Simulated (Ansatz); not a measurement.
Results of HSE06+SOC (Ansatz, a program for electronic structure, PAW) for chalcopyrite CdGeAs2.

Settings: plane-wave cutoff 460 eV, 6×6×6 k mesh, Fermi–Dirac smearing 0.01 eV, PAW data made under PBE.

Cell (measured lattice):

CdAs2Ge is taken in the tetragonal space group I-42d (No. 122), the chalcopyrite structure, Pearson symbol tI16. Cell: a = b = 5.943 Å, c = 11.220 Å, α = β = γ = 90.00°. Cd on 4a is coordinated by 4 As at 2.618 Å (tetrahedral). Ge on 4b is surrounded by 4 As at 2.441 Å (tetrahedral). As on 8d is surrounded by 2 Ge at 2.441 Å and 2 Cd at 2.618 Å (tetrahedral). (Neighbours: up to the widest gap in distance over summed covalent radii, below 1.35, at either atom; cation-cation and far metal-metal contacts left out.)
(The calculation used a cell of 8 atoms; values per cell refer to that cell.)

### Question
What does this level give for the band gap?

### Answer

* **band gap**: 0.46 eV (on the SCF k mesh) (direct)

Measured, for comparison: band gap 0.57 eV (temperature not stated, not corrected to a static lattice, direct; as tabulated in Rashkeev et al. (1999), arXiv:cond-mat/9809378).

Note: cell and atoms aren't relaxed at this level (largest force component 0.21 eV/Å, pressure 1.4 GPa).
